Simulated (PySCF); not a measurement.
## Name the molecule from its bond curve

A diatomic of charge 0 contains Al. Its singlet curve at PBE0 in a double-zeta basis (no relativity, PySCF), in eV from the separated fragments:

```tsv
R (Å)	E (eV)
2.724	-0.484
2.851	-0.606
2.978	-0.675
3.073	-0.700
3.168	-0.707
3.263	-0.700
3.390	-0.673
3.548	-0.619
3.738	-0.534
3.992	-0.401
```

The fit gives ωe = 187 cm⁻¹ and the rotational constant Bₑ = 0.1356 cm⁻¹.

Question: Which atom is the partner?

Answer: The minimum lies at 3.165 Å, so the reduced mass is 16.8576 u Å² cm⁻¹/(Bₑ·Re²) = 12.41 u. With Al at 26.98 u the partner weighs about 23.0 u: Na. The molecule is NaAl.

Closed-shell solutions of metal pairs were not tested for spin polarisation, which can lower them a little.
